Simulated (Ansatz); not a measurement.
Two shapes of singlet C3.

Shape 1:

```xyz
3

C     0.0000    0.0000   -1.3619
C     0.0000    0.0000    0.0000
C     0.0000    0.0000    1.3619
```

Shape 2:

```xyz
3

C     0.0000    0.0000   -1.2970
C     0.0000    0.0000    0.0000
C     0.0000    0.0000    1.2970
```

Basis set: def2-SVP (spherical functions). Left uncorrelated: 3 orbitals. Charge 0, multiplicity 1.

Computed with Ansatz (development build ahead of 0.2.0); each method stands on the lowest determinant of its kind that the runs found.

Problem. Which shape is lower in energy, and by how much in each method?

Solution.

| method | E(2) − E(1) (eV) |
| --- | --- |
| RHF | -0.462 |
| UHF | -0.361 |
| RHF-MP2 | -0.185 |
| UHF-MP2 | -0.431 |

Shape 2 is lower. Caution for UHF, UHF-MP2: the unrestricted determinant is spin contaminated; the determinant may break the point group. Caution for UHF-MP2: another reference gives a lower total.
